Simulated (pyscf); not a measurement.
H₃Ge–TeH (SMILES [GeH3][TeH]) + H₂ (SMILES [H][H]) → TeH₂ (SMILES [TeH2]) + GeH₄ (SMILES [GeH4]) (four-centre exchange; singlet surface; Ge–Te, H–H broken, H–Te, Ge–H formed). Optimised with ωB97X-D3(BJ)/def2-SVP in PySCF. Energies in eV from the separated reactants.

```
level                   barrier  reaction energy
----------------------  -------  ---------------
ωB97X-D3(BJ)/def2-TZVP     2.86            +0.67
PBE/def2-TZVP              2.32            +0.44
r²SCAN/def2-TZVP           2.48            +0.46
B3LYP-D3(BJ)/def2-TZVP     2.56            +0.45
PBE0-D3(BJ)/def2-TZVP       [?]            +0.47
ωB97M-D3(BJ)/def2-TZVP      [?]              [?]
```

Task: Fill in the missing entries.

Result: 
- PBE0-D3(BJ)/def2-TZVP, barrier: 2.47
- ωB97M-D3(BJ)/def2-TZVP, barrier: 2.70
- ωB97M-D3(BJ)/def2-TZVP, reaction energy: +0.37

The functionals in the table span 0.54 eV in this barrier, from PBE to ωB97X-D3(BJ)/def2-TZVP. One saddle was located; it need not be the lowest between these sides. Elements up to Kr have no core potential and no relativistic terms here. Elements past Kr carry the def2 core potentials, without spin-orbit coupling.
